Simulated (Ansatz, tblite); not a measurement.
Forces on AlMe2H (C2H7Al) at its r2SCAN-D4/def2-TZVP geometry. Charge 0, multiplicity 1.

The xTB rows come from tblite.

GFN1-xTB (tblite), largest force 0.52 eV/Å:

```xyz
10
positions Å, forces eV/Å
Al   -0.001    0.761    0.044    0.000    0.519    0.030
C    -1.591   -0.190   -0.576   -0.147   -0.142   -0.036
C     1.590   -0.253    0.553    0.152   -0.142    0.009
H    -1.988   -0.839    0.214   -0.085   -0.014    0.056
H    -1.354   -0.854   -1.414   -0.026   -0.017   -0.107
H    -2.402    0.470   -0.894   -0.154   -0.031   -0.070
H     2.008   -0.777   -0.315    0.082   -0.006   -0.055
H     1.349   -1.034    1.283    0.026   -0.034    0.107
H     2.388    0.363    0.975    0.151   -0.039    0.072
H     0.001    2.354    0.130    0.000   -0.092   -0.006
```

GFN2-xTB (tblite), largest force 0.79 eV/Å:

```
Al -0.001 0.784 0.045
C -0.254 -0.135 -0.068
C 0.262 -0.137 0.037
H -0.084 0.005 -0.025
H -0.070 0.009 -0.046
H -0.121 -0.048 -0.053
H 0.084 0.001 0.032
H 0.067 0.003 0.051
H 0.120 -0.054 0.049
H -0.001 -0.428 -0.022
```

PBE-D4/def2-TZVP (Ansatz), largest force 0.23 eV/Å:

```
Al 0.000 0.039 0.002
C 0.029 0.025 0.012
C -0.030 0.026 -0.008
H -0.071 -0.126 0.172
H 0.064 -0.130 -0.172
H -0.158 0.153 -0.063
H 0.075 -0.099 -0.186
H -0.064 -0.154 0.150
H 0.155 0.144 0.087
H 0.000 0.120 0.006
```
